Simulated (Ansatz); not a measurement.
The input, for Ansatz 0.2.0:

```yaml
crystal:
  periodic: [false, false, false]
  atoms:
    - {symbol: C, position_ang: [-1.131288, 0.000000, 0.000000]}
    - {symbol: H, position_ang: [-1.494494, 1.027301, 0.000000]}
    - {symbol: H, position_ang: [-1.494494, -0.513650, 0.889668]}
    - {symbol: H, position_ang: [-1.494494, -0.513650, -0.889669]}
    - {symbol: H, position_ang: [0.041712, 0.000000, 0.000000]}
    - {symbol: N, position_ang: [1.289712, 0.000000, 0.000000]}
basis:
  gaussian: {orbitals: cc-pVDZ}
magnetization: {spin_polarized: true, initial_magnetization: 3}
correlation: {method: ccsd_t, electrons: outside_noble_gas}
```

```sh
$ ansatz run in.yaml --threads 1 --pin off --events-out ev --progress --plain --max-ram 2393MiB
```

The program prints:

```
439 factors; integrals over basis functions are off by at most 1.4e-3 eV
mean field evaluation 1: about -2570.3409 eV, gradient 1.5e1 eV
mean field evaluation 2: about -2570.3795 eV, gradient 1.5e1 eV
mean field evaluation 4: about -2571.9162 eV, gradient 2.2e0 eV
mean field evaluation 8: about -2571.9721 eV, gradient 1.4e-1 eV
mean field evaluation 16: about -2571.6397 eV, gradient 6.0e0 eV
mean field -2571.97252569 eV, -94.5182469734 hartree, gradient 7.8e-6 eV, S^2 3.772789; 0 other end points of the search recorded, 0 dependent functions left out
2 core orbitals not correlated: weight in the atoms' cores, before any rotation towards them, 1.000 or more for the frozen orbitals, at most 0.000 for the correlated occupied ones
reference -2571.97252569 eV, -94.5182469734 hartree; 8, 5 occupied and 38, 41 virtual orbitals, 439 factors
second order -6.73995949 eV of doubles, -0.00000000 eV of singles
cycle   1  -7.52775394 eV  change   -7.9e-1 eV  update   5.6e-2
cycle   2  -7.78788346 eV  change   -2.6e-1 eV  update   1.9e-2
cycle   3  -7.81494194 eV  change   -2.7e-2 eV  update   6.7e-3
cycle   4  -7.81493229 eV  change    9.7e-6 eV  update   2.6e-3
cycle   5  -7.81502050 eV  change   -8.8e-5 eV  update   1.1e-3
cycle   6  -7.81516142 eV  change   -1.4e-4 eV  update   4.5e-4
cycle   7  -7.81522566 eV  change   -6.4e-5 eV  update   1.8e-4
cycle   8  -7.81522584 eV  change   -1.7e-7 eV  update   5.0e-5
cycle   9  -7.81522389 eV  change    1.9e-6 eV  update   1.7e-5
cycle  10  -7.81522600 eV  change   -2.1e-6 eV  update   5.1e-6
perturbative correction -0.16365377 eV, -0.0060141653 hartree
Total energy: -2579.95140546 eV, -94.8114653968 hartree
```

For the same geometry and basis UCCSDT(Q) lies 28.2 meV lower.

Ran on 1 thread of Arm Neoverse V2, shared host: 1.1 s wall, 0.14 GiB peak host memory.
